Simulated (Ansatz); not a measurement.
The first iterations of a band of BClH2 + ClH (6 atoms, charge 0, multiplicity 1).

Level of theory: Ansatz, RKS PBE-D4/def2-SVP.

```json
{
  "movable images": "7",
  "climbing image": "yes",
  "spring": "50.0 eV/Å²",
  "optimiser": "quadratic models (default)",
  "start path": "through a guess of the saddle point",
  "force threshold": "0.05 eV/Å",
  "iteration limit": "60",
  "end points": "relaxed"
}
```

Image 0:

```xyz
6
Properties=species:S:1:pos:R:3
B 0.010 0.262 -0.070
H 0.112 0.714 1.051
H 0.961 0.013 -0.777
Cl -1.594 0.253 -0.802
Cl 0.189 -2.227 1.006
H -0.652 -1.915 1.946
```

Image 8:

```xyz
6
Properties=species:S:1:pos:R:3
B 0.010 -0.644 -0.608
H -0.443 0.319 2.353
H 1.043 -0.020 -0.557
Cl -1.479 0.177 -1.020
Cl 0.018 -2.362 -0.280
H -0.124 -0.370 2.467
```

| iteration | highest image above the first end (eV) | largest band force component (eV/Å) |
| --- | --- | --- |
| 1 | 1.841 | 4.057 |
| 2 | 0.680 | 2.758 |
| 3 | 0.305 | 1.709 |
| 4 | 0.502 | 4.949 |
| 5 | 0.298 | 1.709 |
| 6 | 0.277 | 1.798 |
| 7 | 0.329 | 1.306 |
| 8 | 0.303 | 0.690 |
| 9 | 0.262 | 2.478 |

Task: Does the band converge within its limit, and where does its top end?

Result: The run converged. It ended after 27 iterations with the highest image 0.313 eV above the first end. Another band between the same ends (7 images) ends at a top of the same energy, where a vibrational analysis finds 1 clearly imaginary mode. The orbitals stay closed-shell, which can raise the energy where a bond breaks towards radicals; this wasn't checked here.

Run time: 3.5 min on 1 thread of Arm Neoverse V2 (shared host), peak memory 0.11 GiB.
